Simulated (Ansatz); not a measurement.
**HMgGe, quartet: reading a ladder of total energies**

Geometry: a point of a stretch scan, not a stationary point.

```xyz
3

Ge    0.0000    0.0000   -2.7334
Mg    0.0000    0.0000   -0.1808
H     0.0000    0.0000    2.9142
```

Basis 6-31G (Cartesian d functions); Ansatz 0.2.0. Correlated methods freeze the noble-gas cores and the filled d shells of p-block atoms, which leaves 7 electrons in 25 orbitals. Prefix R: restricted or restricted open-shell reference. No spin–orbit coupling is included, and no scalar relativity. The metal's outer-core shells are frozen, which leaves out core–valence correlation.

Full CI is exact within this basis and frozen core; it isn't the basis-set limit.

Runs differ by some tens of microhartree through their thresholds and, for an open shell, their frozen cores, so steps under 0.03 kcal/mol mean nothing.

```csv
level,total energy (hartree)
RHF,-2275.080464
RMP2,-2275.131406
RCCSD,-2275.157213
RCCSD(T),-2275.159665
RCCSDT,-2275.160699
RCCSDT(Q),-2275.160850
full CI,-2275.160901
```

Q: What is the correlation energy at full CI, and what share of it do RMP2 and RCCSDT recover?

A: E(corr) = -2275.160901 − (-2275.080464) = -0.080437 hartree = -2.189 eV. RMP2: -0.050942 / -0.080437 = 63.33 %. RCCSDT: -0.080235 / -0.080437 = 99.75 %.

Q: By how many kcal/mol does RCCSD(T) miss full CI (1 hartree = 627.509 kcal/mol), and which steps make up the rest?

A: -2275.159665 − (-2275.160901) = 0.001236 hartree = 0.78 kcal/mol. Steps: RCCSDT − RCCSD(T) = -0.65, RCCSDT(Q) − RCCSDT = -0.09, full CI − RCCSDT(Q) = -0.03 kcal/mol. That is within 1 kcal/mol of the reference in this basis, which itself misses far more of the correlation at the basis-set limit.
